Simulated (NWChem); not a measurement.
Atomisation of CHO

```
C
O 1 1.1857
H 1 1.1494 2 124.01
```
Charge 0, spin multiplicity 2.

The numbers come from NWChem runs, not from measurements. Structure: optimised with UPBE/def2-SVP, a minimum by its harmonic frequencies.

Basis set: def2-TZVP. The atomisation energy is electronic alone: no zero-point, thermal, spin-orbit or counterpoise terms. No value is extrapolated to the basis-set limit. Free atoms are single determinants with multiplicities C 3, O 3, H 2. Correlated methods freeze the same cores in atoms and molecule, 2 orbitals in all.

| method | atomisation energy (kcal/mol) |
|---|---|
| LDA (SVWN5) | 332.3 |
| B3LYP | 279.6 |
| BP86 | 295.6 |
| PBE | 295.0 |
| PBE0 | 279.7 |
| r2SCAN | 281.8 |
| M06-2X | 277.7 |
| HF | 180.5 |
| MP2 | 279.2 |
| CCSD(T) | 268.5 |

The values span 151.8 kcal/mol, from HF (lowest) to LDA (SVWN5) (highest). 

B3LYP has NWChem's definition, with VWN1-RPA local correlation. The structure started from a generated list of species. The unpaired electrons of the parent sit in orbitals of symmetry a' (Cs labels of the run); other states weren't searched. The stability of the SCF solutions was not checked. Open-shell Hartree-Fock references start from PBE0 orbitals. Coupled-cluster values serve here as a point of comparison, not as the truth.
